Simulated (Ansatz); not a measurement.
System: rock-salt HfN. Method: HSE06-D3(BJ) in Ansatz (PAW).

Numerical settings: plane-wave cutoff 460 eV, 10×10×10 k mesh, Fermi–Dirac smearing 0.05 eV, scalar-relativistic PAW data made under PBE.

A third-order Birch–Murnaghan fit to the energies gives V0 = 11.244 Å³/atom, B0 = 303 GPa, B′ = 4.2.

| V (Å³/atom) | P (GPa) |
|---|---|
| 10.666 | 17.86 |
| 10.947 | ___ |
| 11.228 | 0.44 |
| 11.457 | ___ |
| 11.789 | -13.00 |

Task: Estimate the withheld pressures from this fit; the answers are the runs' own values.

Result: 
- 10.947, P (GPa): 8.59
- 11.457, P (GPa): -5.48

The formula P = (3/2) B0 (x^(7/3) − x^(5/3)) [1 + (3/4)(B′ − 4)(x^(2/3) − 1)] with x = V0/V meets the computed pressures within 0.02 GPa when these rounded values are put in.

Measured, for comparison: bulk modulus 260 GPa (room temperature, not corrected to a static lattice, our sources range from 260 to 306; as tabulated in Synthesis of Binary Transition Metal Nitrides, Carbides and Borides from the …); equilibrium volume per atom 11.57 Å³/atom (room temperature, not corrected to a static lattice; as tabulated in Seo, Lee, Wen, Petrov, Greene, Gall, J. Appl. Phys. 96, 878 (2004)). Computed (rounded) less measured: bulk modulus not scored (sources differ), equilibrium volume per atom -2.9 %.

Spin–orbit coupling is not included.

The result took very roughly 16 core-minutes.

Ansatz is a first-principles code.
